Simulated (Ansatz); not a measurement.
Candidates: bcc Cs, fcc Ca, bcc Nb, bcc W, fcc Al, diamond-structure Ge. Level: PBEsol (Ansatz, a first-principles code, plane waves, PAW).

Ansatz's runs of these crystals have no spin polarisation.

Spin–orbit coupling is left out, also for the solids with elements from indium on (bcc Cs, bcc W); its size isn't shown.

Caveats: the gap of the solid is closed in this run (diamond-structure Ge). Ansatz's density-functional and Hartree–Fock values are scalar-relativistic unless marked +SOC, with PAW data made under PBE.

Question: Which of them have a computed lattice constant a between 3.2 and 4.7 Å?

Answer: bcc Nb, fcc Al. The values: bcc Cs 6.012 Å; fcc Ca 5.455 Å; bcc Nb 3.271 Å; bcc W 3.154 Å; fcc Al 4.014 Å; diamond-structure Ge 5.675 Å.
